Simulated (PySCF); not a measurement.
Compound: difluoromethyl isocyanide, C₂HF₂N.
SMILES: `[C-]#[N+]C(F)F`

Computed, not measured: PBE0-D3(BJ)/def2-SVP geometry optimisation, gas phase (PySCF 2.14.0).

Take the most abundant isotopes and a rigid rotor. 

(1) What are A, B and C (GHz)?

(2) What kind of rotor is it?

(3) What does the inertial defect say?

(4) Give the other two planar moments, Paa and Pbb, and the rms extents of the mass along the axes.

(5) Where do the levels up to J = 5 lie, in cm⁻¹?

(6) Predict some low-J microwave lines.

## Answers

(1) Ia = 49.71, Ib = 110.79, Ic = 150.50 u·Å²; 505379 MHz·u·Å²/I gives 10166, 4562 and 3358 MHz, that is A = 10.166, B = 4.5617, C = 3.3580 GHz.

(2) An asymmetric top. Ray's parameter κ = (2B − A − C)/(A − C) = -0.646; −1 is the prolate and +1 the oblate limit.

(3) Not planar: Δ = Ic − Ia − Ib = -10.00 u·Å². For a rigid frame Δ = −2 Σ m c², so Σ m c² = 5.00 u·Å² lies off the ab plane: 2.19 from hydrogen and 2.81 from heavier atoms. The atom farthest from that plane is 1.48 Å away.

(4) Paa = Σ m a² = (Ib + Ic − Ia)/2 = 105.79 and Pbb = Σ m b² = (Ia + Ic − Ib)/2 = 44.71 u·Å². With the mass M = 77.01 u, the rms extents √(P/M) along a, b and c are 1.17, 0.76, 0.25 Å.

(5) Above 0(0,0):
J = 1: 1(0,1) 0.2642, 1(1,1) 0.4511, 1(1,0) 0.4913
J = 2: 2(0,2) 0.7867, 2(1,2) 0.9393, 2(1,1) 1.0598, 2(2,1) 1.6206, 2(2,0) 1.6264
J = 3: 3(0,3) 1.5568, 3(1,3) 1.6682, 3(1,2) 1.9086, 3(2,2) 2.4131, 3(2,1) 2.4414, 3(3,1) 3.4516, 3(3,0) 3.4522
J = 4: 4(0,4) 2.5616, 4(1,4) 2.6344, 4(1,3) 3.0323, 4(2,3) 3.4653, 4(2,2) 3.5454, 4(3,2) 4.5185, 4(3,1) 4.5222, 4(4,1) 5.9586, 4(4,0) 5.9586
J = 5: 5(0,5) 3.7911, 5(1,5) 3.8344, 5(1,4) 4.4224, 5(2,4) 4.7733, 5(2,3) 4.9444, 5(3,3) 5.8544, 5(3,2) 5.8687, 5(4,2) 7.2923, 5(4,1) 7.2927, 5(5,1) 9.1436, 5(5,0) 9.1436

(6) The dipole components are |μa| = 1.52 D, |μb| = 0.00 D, |μc| = 1.74 D; the mirror of this Cs structure is the ac plane, so μb vanishes by symmetry and there are no b-type lines. Intensities carry the squares of the components, which stand as 0.76 : 1.00 (a : c). Some lines, for components of 0.1 D or more:

| type | branch | J(Ka,Kc) | MHz | lower level (cm⁻¹) |
| --- | --- | --- | --- | --- |
| c | Q | 1(1,1) ← 1(0,1) | 5604 | 0.264 |
| a | Q | 3(1,2) ← 3(1,3) | 7206 | 1.668 |
| c | R | 1(1,0) ← 0(0,0) | 14728 | 0.000 |
| c | Q | 3(2,2) ← 3(1,2) | 15126 | 1.909 |
| c | Q | 2(2,1) ← 2(1,1) | 16813 | 1.060 |
| a | R | 3(0,3) ← 2(0,2) | 23087 | 0.787 |
| a | R | 3(2,2) ← 2(2,1) | 23759 | 1.621 |
| c | R | 2(1,1) ← 1(0,1) | 23851 | 0.264 |
| c | Q | 3(3,1) ← 3(2,1) | 30287 | 2.441 |
| c | R | 2(2,0) ← 1(1,0) | 34030 | 0.491 |
| c | R | 3(2,1) ← 2(1,1) | 41419 | 1.060 |
| c | R | 3(3,1) ← 2(2,1) | 54893 | 1.621 |

PBE0-D3(BJ)/def2-SVP frequencies: not computed here. These are rigid-rotor constants of the computed structure; measured ground-state constants (B0) also hold zero-point vibration. Quadrupole hyperfine structure (14N) is left out.

Hardware: one thread, Arm Neoverse V2 (aarch64), no GPU (shared host). Cost: 15 s wall, 0.32 GiB resident at most. This is the geometry optimisation.
